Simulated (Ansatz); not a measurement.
System: bcc Fe. Method: r²SCAN (plane waves, PAW; Ansatz, a first-principles code).

Input:

Ansatz 0.2 input:
```yaml
crystal:
  lattice:
    - [-1.4519030237, 1.4519030237, 1.4519030237]
    - [1.4519030237, -1.4519030237, 1.4519030237]
    - [1.4519030237, 1.4519030237, -1.4519030237]
  atoms:
    - { symbol: Fe, position: [0.0, 0.0, 0.0], spin: 2.5 }
basis:
  ecutwfc: 560
  ecutrho_ratio: 4
  xc_grid: 3
kpoints:
  mp_grid: { grid: [26, 26, 26] }
hamiltonian:
  xc: r2scan
  dispersion: none
  pseudopotentials: { kind: paw }
scf:
  occupations: { method: fermi_dirac, width: 0.05 }
  convergence: { dr2_threshold: 0.0000000001 }
output:
  forces: false
  stress: true
  eigenvalues: true
magnetization:
  spin_polarized: true
```

Excerpt of the program's output:

```
Crystal: 1 atoms, lattice volume = 12.243 Å³
Basis set: ecut = 560 eV, 369 PW (Γ), exchange–correlation on 60×60×60 points (27 copies of the dense FFT grid, shifted against one another)
Bands: 14, of which v1, the nominal top of the filled ones, is band 8 counted from 1 (7 counted from 0)
Symmetry: 48 space group operations
Space group: Im-3m (ITA 229), of the structure as read, at distance tolerance 2.3e-5 Å
k-points: 511 of 17576
Initial density: superposition of atomic densities (chi_scale 0.1, normalization cell)
Functional: x = r2scan, c = r2scan; τ floored in thin density (d = 2e-4 eV/Å³)
SCF 1 converged in 17 iterations: F = -4485.887622 eV  dr2 = 1.66e-11
SCF converged after 17 iterations
Magnetization: 2.7008 μB (9.3504 up, 6.6496 down)
Free energy (F): -4485.887622 eV
Internal energy: -4485.881404 eV  (E = F + TS)
E sigma→0 (E₀):  -4485.884513 eV
Fermi energy:    16.968277 eV
--- Stress (GPa, compression-positive) ---
       -6.027552      -0.000000       0.000000
        0.000000      -6.027552      -0.000000
       -0.000000       0.000000      -6.027552
  P = ⅓ Tr σ = -6.0276 GPa (-60.276 kbar)
```

The cell is one volume of an energy–volume scan, off the minimum.

The PAW data were made under PBE.
